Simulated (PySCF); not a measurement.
Gas-phase reaction: 2 SiH2F = 2 SiH2 + F2

Computed with PySCF and rigid-rotor harmonic-oscillator thermochemistry at 1 bar. † marks an energy on the PBE0/def2-TZVP geometry and frequencies; other levels use their own. MP2 and CCSD(T) freeze the core. 6-31G* has spherical d functions here. Open shells (unrestricted): SiH2F (multiplicity 2); the rest are closed-shell singlets. B3LYP is the form with VWN-RPA correlation. SiH2F: computed as isolated molecules; such fragments, hydroxides, amides, oligomers or adducts are transient or little studied in the gas. MP2 isn't extrapolated to the basis-set limit. CCSD(T) isn't extrapolated to the basis-set limit.

```
level                ΔH°(298 K), kJ
-------------------  --------------
B3LYP/6-31G*                    841
BLYP/def2-TZVP†                 850
CCSD(T)/def2-SVP†                 …
CCSD(T)/def2-TZVPP†             883
HF/def2-TZVP†                     …
MP2/def2-SVP†                     …
PBE/def2-TZVP†                  875
PBE0/def2-TZVP                  916
LDA/def2-TZVP†                    …
ωB97X-V/def2-TZVP†              901
```

Task: Complete the blanks.

Result: 
- CCSD(T)/def2-SVP†, ΔH°(298 K), kJ: 827
- HF/def2-TZVP†, ΔH°(298 K), kJ: 1012
- MP2/def2-SVP†, ΔH°(298 K), kJ: 902
- LDA/def2-TZVP†, ΔH°(298 K), kJ: 915
